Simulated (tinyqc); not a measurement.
Inside a calculation. Method: MP2 on RHF in the sto-3g basis, for HF, spin multiplicity 1. Computed by tinyqc, a small Python program that keeps every step (integrals from PySCF). Settings: charge = 0, multiplicity = 1, basis = sto-3g, method = RHF, energy threshold = 1e-10, iteration cap = 59, orthogonalisation = symmetric, start = atomic densities, DIIS depth = 6. Command: `OMP_NUM_THREADS=1 python tinyqc.py 27899 27900 out.jsonl` (the two numbers bound the seeds that draw the settings). One thread of a shared host (Intel(R) Xeon(R) Processor @ 2.60GHz), about 0.2 s of CPU time with the checks. The early iterations of the SCF are left out here.

## One-electron integrals

Geometry (angstrom):
```
atom,x,y,z
F,0.000000,0.000000,0.000000
H,0.000000,0.000000,1.187000
```

Basis sto-3g: exponents (1/bohr^2) and contraction coefficients of normalised primitives:
```
element,l (shell),exponent,coefficient
F,s (1),166.679130,0.154329
F,s (1),30.360812,0.535328
F,s (1),8.216821,0.444635
F,s (2),6.464803,-0.099967
F,s (2),1.502281,0.399513
F,s (2),0.488588,0.700115
F,p (3),6.464803,0.155916
F,p (3),1.502281,0.607684
F,p (3),0.488588,0.391957
H,s (1),3.425251,0.154329
H,s (1),0.623914,0.535328
H,s (1),0.168855,0.444635
```

Overlap, kinetic and nuclear-attraction integrals over the contracted functions; the nuclear repulsion is the sum of Za Zb / Rab.

nuclear repulsion = 4.01229562 hartree

overlap S, lower triangle:
```
,1F 1s,1F 2s,1F 2px,1F 2py,1F 2pz,2H 1s
1F 1s,1.000000
1F 2s,0.237990,1.000000
1F 2px,0.000000,0.000000,1.000000
1F 2py,0.000000,0.000000,0.000000,1.000000
1F 2pz,0.000000,0.000000,0.000000,0.000000,1.000000
2H 1s,0.025957,0.289851,0.000000,0.000000,0.250898,1.000000
```

kinetic energy T (hartree), lower triangle:
```
,1F 1s,1F 2s,1F 2px,1F 2py,1F 2pz,2H 1s
1F 1s,36.984577
1F 2s,-0.212858,1.037995
1F 2px,0.000000,0.000000,3.248015
1F 2py,0.000000,0.000000,0.000000,3.248015
1F 2pz,0.000000,0.000000,0.000000,0.000000,3.248015
2H 1s,-0.007661,0.026814,0.000000,0.000000,0.108217,0.760032
```

nuclear attraction V (hartree), lower triangle:
```
,1F 1s,1F 2s,1F 2px,1F 2py,1F 2pz,2H 1s
1F 1s,-77.455390
1F 2s,-9.282907,-11.986631
1F 2px,0.000000,0.000000,-11.874144
1F 2py,0.000000,0.000000,0.000000,-11.874144
1F 2pz,-0.008986,-0.111649,0.000000,0.000000,-11.933925
2H 1s,-1.037075,-2.500506,0.000000,0.000000,-1.867060,-5.179987
```

core Hamiltonian H = T + V (hartree), lower triangle:
```
,1F 1s,1F 2s,1F 2px,1F 2py,1F 2pz,2H 1s
1F 1s,-40.470814
1F 2s,-9.495765,-10.948635
1F 2px,0.000000,0.000000,-8.626129
1F 2py,0.000000,0.000000,0.000000,-8.626129
1F 2pz,-0.008986,-0.111649,0.000000,0.000000,-8.685910
2H 1s,-1.044737,-2.473692,0.000000,0.000000,-1.758842,-4.419955
```

## Two-electron integrals

Functions are numbered as in S; the eight-fold symmetry (ij|kl) = (ji|kl) = (kl|ij) leaves the list below.

Two-electron integrals (ij|kl) in chemists' order, unique and non-zero (hartree):
```
i,j,k,l,(ij|kl)
1,1,1,1,5.403501
2,1,1,1,0.841920
2,1,2,1,0.156299
2,2,1,1,1.268028
2,2,2,1,0.292344
2,2,2,2,0.926167
3,1,3,1,0.027998
3,2,3,1,0.043169
3,2,3,2,0.204588
3,3,1,1,1.264502
3,3,2,1,0.292403
3,3,2,2,0.925959
3,3,3,3,0.997514
4,1,4,1,0.027998
4,2,4,1,0.043169
4,2,4,2,0.204588
4,3,4,3,0.053770
4,4,1,1,1.264502
4,4,2,1,0.292403
4,4,2,2,0.925959
4,4,3,3,0.889973
4,4,4,4,0.997514
5,1,5,1,0.027998
5,2,5,1,0.043169
5,2,5,2,0.204588
5,3,5,3,0.053770
5,4,5,4,0.053770
5,5,1,1,1.264502
5,5,2,1,0.292403
5,5,2,2,0.925959
5,5,3,3,0.889973
5,5,4,4,0.889973
5,5,5,5,0.997514
6,1,1,1,0.092932
6,1,2,1,0.017119
6,1,2,2,0.031862
6,1,3,3,0.031813
6,1,4,4,0.031813
6,1,5,1,0.000687
6,1,5,2,0.001297
6,1,5,5,0.031964
6,1,6,1,0.001894
6,2,1,1,0.253776
6,2,2,1,0.059373
6,2,2,2,0.212100
6,2,3,3,0.208907
6,2,4,4,0.208907
6,2,5,1,0.004032
6,2,5,2,0.032516
6,2,5,5,0.218274
6,2,6,1,0.006606
6,2,6,2,0.061630
6,3,3,1,0.005990
6,3,3,2,0.036352
6,3,5,3,0.006705
6,3,6,3,0.008820
6,4,4,1,0.005990
6,4,4,2,0.036352
6,4,5,4,0.006705
6,4,6,4,0.008820
6,5,1,1,0.180388
6,5,2,1,0.042720
6,5,2,2,0.163405
6,5,3,3,0.156599
6,5,4,4,0.156599
6,5,5,1,0.008513
6,5,5,2,0.059886
6,5,5,5,0.176829
6,5,6,1,0.004935
6,5,6,2,0.058371
6,5,6,5,0.063754
6,6,1,1,0.439072
6,6,2,1,0.104377
6,6,2,2,0.431116
6,6,3,3,0.417558
6,6,4,4,0.417558
6,6,5,1,0.008162
6,6,5,2,0.094173
6,6,5,5,0.457824
6,6,6,1,0.011663
6,6,6,2,0.166956
6,6,6,5,0.184420
6,6,6,6,0.774606
```

## Orthogonalisation

S = U s U^T; symmetric (Loewdin) form X = U s^(-1/2) U^T, so that X^T S X = 1.

eigenvalues of S: 0.581195  0.849714  1.000000  1.000000  1.128602  1.440489

X, lower triangle:
```
,1F 1s,1F 2s,1F 2px,1F 2py,1F 2pz,2H 1s
1F 1s,1.022712
1F 2s,-0.127639,1.059369
1F 2px,0.000000,0.000000,1.000000
1F 2py,0.000000,0.000000,0.000000,1.000000
1F 2pz,-0.003559,0.031412,0.000000,0.000000,1.026521
2H 1s,0.015452,-0.163538,0.000000,0.000000,-0.138638,1.062441
```

## Iteration 7 (converged): orbitals

converged F (hartree), lower triangle:
```
,1F 1s,1F 2s,1F 2px,1F 2py,1F 2pz,2H 1s
1F 1s,-25.913691
1F 2s,-6.624994,-3.019564
1F 2px,0.000000,0.000000,-0.462716
1F 2py,0.000000,0.000000,0.000000,-0.462716
1F 2pz,-0.016420,-0.031261,0.000000,0.000000,-0.233132
2H 1s,-0.737230,-0.707822,0.000000,0.000000,-0.451393,-0.323418
```

Diagonalise F' = X^T F X, C = X C', fill 5 alpha and 5 beta electrons from the bottom; D = 2 C_occ C_occ^T. Each column has its largest component positive (the first on a tie).

F' = X^T F X (hartree), lower triangle:
```
,1,2,3,4,5,6
1,-25.444206
2,-3.396177,-1.811017
3,0.000000,0.000000,-0.462716
4,0.000000,0.000000,0.000000,-0.462716
5,-0.036683,0.064427,0.000000,0.000000,-0.121683
6,-0.055891,-0.349893,0.000000,0.000000,-0.440480,-0.069621
```

orbital energies (hartree): MO1 -25.923019, MO2 -1.419122, MO3 -0.501053, MO4 -0.462716, MO5 -0.462716, MO6 0.396667

coefficients C:
```
,MO1,MO2,MO3,MO4,MO5,MO6
1F 1s,0.994949,-0.257365,0.054977,0.000000,0.000000,0.057453
1F 2s,0.020795,0.990751,-0.281997,0.000000,0.000000,-0.323642
1F 2px,0.000000,0.000000,0.000000,0.800657,-0.599122,0.000000
1F 2py,0.000000,0.000000,0.000000,0.599122,0.800657,0.000000
1F 2pz,0.001456,0.031095,0.685881,0.000000,0.000000,-0.776249
2H 1s,-0.003372,0.106282,0.588536,0.000000,0.000000,0.904049
```

D after iteration 7, lower triangle:
```
,1F 1s,1F 2s,1F 2px,1F 2py,1F 2pz,2H 1s
1F 1s,2.118366
1F 2s,-0.499597,2.123084
1F 2px,0.000000,0.000000,2.000000
1F 2py,0.000000,0.000000,0.000000,2.000000
1F 2pz,0.062306,-0.325156,0.000000,0.000000,0.942805
2H 1s,0.003295,-0.121472,0.000000,0.000000,0.813931,0.715363
```

Within a degenerate level the vectors are fixed only up to a rotation; this is one choice.

## Convergence

Stop when the energy changes by less than 1e-10 hartree and every element of the error matrix X^T (F D S - S D F) X is below 3e-06.

Course of the cycle:
```
iteration,E (hartree),change,largest element of the error matrix
1,-99.15633407,-,8.27e-01
2,-98.46732092,6.89e-01,3.04e-01
3,-98.52681668,-5.95e-02,2.12e-02
4,-98.52723851,-4.22e-04,2.97e-03
5,-98.52724437,-5.86e-06,3.49e-05
6,-98.52724437,-1.03e-09,3.35e-07
7,-98.52724437,-8.53e-14,2.01e-10
```

PySCF RHF in the same basis = -98.52724437 hartree

Converged in 7 iterations.

## Integrals over molecular orbitals

(pq|rs) = sum C_ip C_jq C_kr C_ls (ij|kl), one index at a time.

one-electron integrals over orbitals h = C^T H C (hartree), lower triangle:
```
,1,2,3,4,5,6
1,-40.453400
2,0.720022,-9.125640
3,-0.145332,0.513610,-6.939618
4,0.000000,0.000000,0.000000,-8.626129
5,0.000000,0.000000,0.000000,0.000000,-8.626129
6,-0.156961,0.849570,2.196400,0.000000,0.000000,-6.021197
```

Two-electron integrals over orbitals (pq|rs), unique and non-zero (hartree):
```
p,q,r,s,(pq|rs)
1,1,1,1,5.364188
2,1,1,1,-0.519538
2,1,2,1,0.079345
2,2,1,1,1.228194
2,2,2,1,-0.022358
2,2,2,2,0.869008
3,1,1,1,0.110159
3,1,2,1,-0.016151
3,1,2,2,0.007469
3,1,3,1,0.018108
3,2,1,1,-0.125809
3,2,2,1,0.005621
3,2,2,2,-0.043698
3,2,3,1,0.020610
3,2,3,2,0.139702
3,3,1,1,0.905128
3,3,2,1,-0.008805
3,3,2,2,0.703434
3,3,3,1,-0.002545
3,3,3,2,-0.018912
3,3,3,3,0.690102
4,1,4,1,0.029545
4,2,4,1,0.039965
4,2,4,2,0.188184
4,3,4,1,-0.007719
4,3,4,2,-0.030527
4,3,4,3,0.037101
4,4,1,1,1.264023
4,4,2,1,-0.014994
4,4,2,2,0.892417
4,4,3,1,0.003241
4,4,3,2,-0.069146
4,4,3,3,0.690837
4,4,4,4,0.997514
5,1,5,1,0.029545
5,2,5,1,0.039965
5,2,5,2,0.188184
5,3,5,1,-0.007719
5,3,5,2,-0.030527
5,3,5,3,0.037101
5,4,5,4,0.053770
5,5,1,1,1.264023
5,5,2,1,-0.014994
5,5,2,2,0.892417
5,5,3,1,0.003241
5,5,3,2,-0.069146
5,5,3,3,0.690837
5,5,4,4,0.889973
5,5,5,5,0.997514
6,1,1,1,0.116068
6,1,2,1,-0.018601
6,1,2,2,0.002502
6,1,3,1,-0.011786
6,1,3,2,-0.023604
6,1,3,3,0.006626
6,1,4,4,0.003347
6,1,5,5,0.003347
6,1,6,1,0.020737
6,2,1,1,-0.168947
6,2,2,1,0.004340
6,2,2,2,-0.093125
6,2,3,1,-0.019969
6,2,3,2,-0.072342
6,2,3,3,-0.023723
6,2,4,4,-0.091762
6,2,5,5,-0.091762
6,2,6,1,0.018518
6,2,6,2,0.091865
6,3,1,1,-0.411055
6,3,2,1,0.006930
6,3,2,2,-0.225570
6,3,3,1,0.001563
6,3,3,2,0.084308
6,3,3,3,-0.098007
6,3,4,4,-0.237938
6,3,5,5,-0.237938
6,3,6,1,-0.005131
6,3,6,2,0.040334
6,3,6,3,0.222794
6,4,4,1,-0.007577
6,4,4,2,-0.030825
6,4,4,3,-0.021239
6,4,6,4,0.029464
6,5,5,1,-0.007577
6,5,5,2,-0.030825
6,5,5,3,-0.021239
6,5,6,5,0.029464
6,6,1,1,0.847836
6,6,2,1,-0.009025
6,6,2,2,0.646361
6,6,3,1,0.011095
6,6,3,2,0.050009
6,6,3,3,0.653716
6,6,4,4,0.629090
6,6,5,5,0.629090
6,6,6,1,-0.007726
6,6,6,2,-0.056283
6,6,6,3,-0.024109
6,6,6,6,0.682745
```

## Second-order Moller-Plesset energy

Hartree-Fock energy = -98.52724437 hartree

E2 = sum_ijab (ia|jb) [2 (ia|jb) - (ib|ja)] / (e_i + e_j - e_a - e_b) over occupied i, j and virtual a, b; the opposite-spin part is (ia|jb)^2 / denominator, the rest is same-spin, and SCS-MP2 scales them by 6/5 and 1/3.

Terms:
```
i,j,a,b,(ia|jb),(ib|ja),denominator,term
3,3,6,6,0.222794,0.222794,-1.795438,-0.027646
2,2,6,6,0.091865,0.091865,-3.631577,-0.002324
2,3,6,6,0.040334,0.040334,-2.713508,-0.000600
3,2,6,6,0.040334,0.040334,-2.713508,-0.000600
4,4,6,6,0.029464,0.029464,-1.718764,-0.000505
5,5,6,6,0.029464,0.029464,-1.718764,-0.000505
2,1,6,6,0.018518,0.018518,-28.135474,-0.000012
1,2,6,6,0.018518,0.018518,-28.135474,-0.000012
1,1,6,6,0.020737,0.020737,-52.639371,-0.000008
3,1,6,6,-0.005131,-0.005131,-27.217404,-9.67e-07
1,3,6,6,-0.005131,-0.005131,-27.217404,-9.67e-07
```

Pair energies (hartree; pair i-j sums ij and ji):
```
pair,opposite spin,same spin
1-1,-0.000008,0.000000
2-1,-0.000024,0.000000
2-2,-0.002324,0.000000
3-1,-1.93e-06,0.000000
3-2,-0.001199,0.000000
3-3,-0.027646,0.000000
4-4,-0.000505,0.000000
5-5,-0.000505,0.000000
```

MP2 correlation energy = -0.03221376 hartree

SCS-MP2 correlation energy = -0.03865651 hartree

MP2 total energy = -98.55945813 hartree
